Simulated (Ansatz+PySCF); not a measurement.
Values are calculated unless marked as measured or tabulated.
## PySCF 2.14.0 run

```python
from pyscf import gto, scf

mol = gto.M(atom="""
C 0.000000 0.000000 -0.759560
C 0.000000 0.000000 2.278690
H 0.000000 -1.023960 -1.165110
H -0.886780 0.511980 -1.165110
H 0.886780 0.511980 -1.165110
H 0.000000 1.023960 2.684230
H -0.886780 -0.511980 2.684230
H 0.886780 -0.511980 2.684230
""", basis='cc-pvdz', charge=0, spin=0)
mf = scf.RHF(mol)
mf.kernel()
print(mf.converged, mf.e_tot, mf.spin_square()[0])
```

The script is written out from the run's settings.

Results

| Item | Value |
| --- | --- |
| Converged | yes |
| Total energy | -79.00891 hartree |
| Spin squared of the determinant | 0.000 |
| Cycles | 8 |

Caution: an unrestricted determinant lies well below.
